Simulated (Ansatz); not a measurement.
This geometry of C$_{2}$H$_{3}$FN (7 atoms, charge 0, multiplicity 2) is a first-order saddle point.

Level of theory: UKS B3LYP-D4/def2-SVP (Ansatz).

```xyz
7
Properties=species:S:1:pos:R:3
N -0.521 0.973 -0.190
C 0.403 0.010 0.224
C 0.398 -1.295 -0.037
F 0.697 -2.359 -0.732
H -1.306 0.621 -0.729
H -0.814 1.631 0.528
H 1.143 0.420 0.936
```

Question: Which two structures does it join? (They come from a converged band through this point; their orientation in space is the band's.)

Answer: No bond is made or broken. The dihedral H7–C2–C3–F4 goes from -174 to -7°.

Initial state:

```xyz
7
Properties=species:S:1:pos:R:3
N -0.445 0.871 -0.238
C 0.521 0.035 0.341
C 0.702 -1.259 0.070
F 0.082 -1.983 -0.847
H -1.110 0.379 -0.830
H -0.938 1.457 0.433
H 1.189 0.501 1.070
```

Final state:

```xyz
7
Properties=species:S:1:pos:R:3
N -0.499 1.056 -0.206
C 0.287 -0.049 0.135
C 0.201 -1.276 -0.376
F 1.023 -2.291 -0.219
H -1.289 0.827 -0.803
H -0.809 1.596 0.598
H 1.085 0.137 0.869
```

Question: How far does it lie above each of them?

Answer: 0.83 eV above the first and 0.81 eV above the second. This is the barrier of this one path; another mechanism may lie lower.

The run took 9.4 min on 1 thread of Arm Neoverse N1 (shared host), peak memory 0.17 GiB.
